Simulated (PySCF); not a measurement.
Compound: 2-butanone, C₄H₈O.
Atom-mapped SMILES: `[CH3:1][CH2:2][C:3]([CH3:4])=[O:5]` (hydrogens: H6, H7, H8 on C1; H9, H10 on C2; H11, H12, H13 on C4)

The same species was optimised twice, with GFN2-xTB and with PBE0-D3(BJ)/def2-SVP (PySCF), and the same property calculations (PySCF, gas phase) were run on both structures.

```json
{"coordinate": "C4–H12 (Å)", "GFN2-xTB": "1.087", "PBE0-D3(BJ)/def2-SVP": "1.102", "change": "+0.015"}
{"coordinate": "C4–H11 (Å)", "GFN2-xTB": "1.089", "PBE0-D3(BJ)/def2-SVP": "1.102", "change": "+0.013"}
{"coordinate": "C2–H10 (Å)", "GFN2-xTB": "1.092", "PBE0-D3(BJ)/def2-SVP": "1.105", "change": "+0.013"}
{"coordinate": "C1–H6 (Å)", "GFN2-xTB": "1.087", "PBE0-D3(BJ)/def2-SVP": "1.100", "change": "+0.013"}
{"coordinate": "C1–H8 (Å)", "GFN2-xTB": "1.087", "PBE0-D3(BJ)/def2-SVP": "1.099", "change": "+0.012"}
{"coordinate": "C1–H7 (Å)", "GFN2-xTB": "1.087", "PBE0-D3(BJ)/def2-SVP": "1.099", "change": "+0.012"}
{"coordinate": "C2–H9 (Å)", "GFN2-xTB": "1.094", "PBE0-D3(BJ)/def2-SVP": "1.105", "change": "+0.011"}
{"coordinate": "C4–H13 (Å)", "GFN2-xTB": "1.087", "PBE0-D3(BJ)/def2-SVP": "1.097", "change": "+0.010"}
{"coordinate": "C1–C2 (Å)", "GFN2-xTB": "1.523", "PBE0-D3(BJ)/def2-SVP": "1.515", "change": "-0.008"}
{"coordinate": "C3=O5 (Å)", "GFN2-xTB": "1.203", "PBE0-D3(BJ)/def2-SVP": "1.208", "change": "+0.005"}
{"coordinate": "C3–C4 (Å)", "GFN2-xTB": "1.511", "PBE0-D3(BJ)/def2-SVP": "1.510", "change": "-0.001"}
{"coordinate": "C2–C3 (Å)", "GFN2-xTB": "1.516", "PBE0-D3(BJ)/def2-SVP": "1.516", "change": "0.000"}
{"coordinate": "H9–C2–H10 (°)", "GFN2-xTB": "107.2", "PBE0-D3(BJ)/def2-SVP": "104.6", "change": "-2.6"}
{"coordinate": "C2–C3–C4 (°)", "GFN2-xTB": "114.2", "PBE0-D3(BJ)/def2-SVP": "116.4", "change": "+2.2"}
{"coordinate": "C3–C4–H11 (°)", "GFN2-xTB": "108.8", "PBE0-D3(BJ)/def2-SVP": "110.4", "change": "+1.6"}
{"coordinate": "C2–C3–O5 (°)", "GFN2-xTB": "123.2", "PBE0-D3(BJ)/def2-SVP": "121.7", "change": "-1.5"}
{"coordinate": "C1–C2–H9 (°)", "GFN2-xTB": "110.0", "PBE0-D3(BJ)/def2-SVP": "111.4", "change": "+1.4"}
{"coordinate": "H11–C4–H12 (°)", "GFN2-xTB": "108.2", "PBE0-D3(BJ)/def2-SVP": "106.9", "change": "-1.3"}
{"coordinate": "H7–C1–H8 (°)", "GFN2-xTB": "108.0", "PBE0-D3(BJ)/def2-SVP": "106.9", "change": "-1.1"}
{"coordinate": "C3–C2–H10 (°)", "GFN2-xTB": "108.9", "PBE0-D3(BJ)/def2-SVP": "107.9", "change": "-1.0"}
{"coordinate": "C1–C2–C3–C4 (°)", "GFN2-xTB": "169", "PBE0-D3(BJ)/def2-SVP": "178", "change": "+9"}
```

Rotational constants: A = 9426, B = 3672, C = 2791 MHz (GFN2-xTB) against A = 9606, B = 3620, C = 2765 MHz (PBE0-D3(BJ)/def2-SVP). Atoms that the bonding makes alike are paired by their places after alignment.

On the GFN2-xTB structure: HOMO (eV) -7.21 [PBE0/pcSseg-1]; LUMO (eV) -0.24 [PBE0/pcSseg-1]; dipole (D) 2.85 [PBE0/pcSseg-1]; GIAO shielding of C1 (ppm) 177.4 [PBE0/pcSseg-1]; GIAO shielding of C2 (ppm) 147.5 [PBE0/pcSseg-1]; GIAO shielding of C3 (ppm) -24.8 [PBE0/pcSseg-1]; GIAO shielding of C4 (ppm) 154.8 [PBE0/pcSseg-1]; GIAO shielding of O5 (ppm) -331.9 [PBE0/pcSseg-1].

Task: What do these properties become on the PBE0-D3(BJ)/def2-SVP structure?

Result: 
```
                                    property          level  on GFN2-xTB  on PBE0-D3(BJ)/def2-SVP  change
                                   HOMO (eV)  PBE0/pcSseg-1        -7.21                    -7.21    0.00
                                   LUMO (eV)  PBE0/pcSseg-1        -0.24                    -0.29   -0.05
                                  dipole (D)  PBE0/pcSseg-1         2.85                     2.87   +0.02
energy, GFN2-xTB geometry as zero (kcal/mol)  PBE0/pcSseg-1          0.0                     -0.5    -0.5
                  GIAO shielding of C1 (ppm)  PBE0/pcSseg-1        177.4                    175.6    -1.8
                  GIAO shielding of C2 (ppm)  PBE0/pcSseg-1        147.5                    146.9    -0.6
                  GIAO shielding of C3 (ppm)  PBE0/pcSseg-1        -24.8                    -25.5    -0.7
                  GIAO shielding of C4 (ppm)  PBE0/pcSseg-1        154.8                    153.6    -1.2
                  GIAO shielding of O5 (ppm)  PBE0/pcSseg-1       -331.9                   -347.1   -15.2
```

The heavy atoms differ by 0.060 Å rms after alignment. Among all bonds C4–H12 changes most (+0.015 Å). Changes are differences of the printed values. Neither structure is proved a minimum here.

Conformer computed: `[CH3:1][CH2:2][C:3]([CH3:4])=[O:5]`: C1–C2–C3–C4 178°.
